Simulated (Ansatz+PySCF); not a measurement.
Values are calculated unless marked as measured or tabulated.
## Several solutions for singlet CH2O2

```json
{"atom": "C", "x (Å)": "0.0000", "y (Å)": "-0.4063", "z (Å)": "-0.0945"}
{"atom": "O", "x (Å)": "0.0000", "y (Å)": "-0.3624", "z (Å)": "1.1006"}
{"atom": "O", "x (Å)": "0.0000", "y (Å)": "0.6540", "z (Å)": "-0.9005"}
{"atom": "H", "x (Å)": "0.0000", "y (Å)": "-1.3371", "z (Å)": "-0.7000"}
{"atom": "H", "x (Å)": "0.0000", "y (Å)": "1.4426", "z (Å)": "-0.3332"}
```

Basis set: def2-SVP (spherical functions). Charge 0, multiplicity 1.

CASSCF(2,2) was run from several starts with Ansatz (development build ahead of 0.2.0) and PySCF 2.14.0. The starts are those of the Hartree–Fock orbitals from which the active space was taken at the frontier.

```tsv
run	program	start	converged	energy (hartree)	<S²>
A	PySCF	program defaults	yes	-188.62406	0.00
B	Ansatz	stability test followed	yes	-188.64734	0.00
C	Ansatz	atomic start, no search	yes	-188.64734	0.00
D	Ansatz	search for the lowest state	yes	-188.64734	0.00
```

(1) Which runs reached the lowest solution of this kind, and what is wrong with the others?

Results:

(1) B, C, D reached the lowest solution found. Converged but too high: A by 0.63 eV. Convergence only shows a stationary point; in CASSCF the end hangs on which orbitals enter the active space. Caution: other starts end on other solutions of this active space.
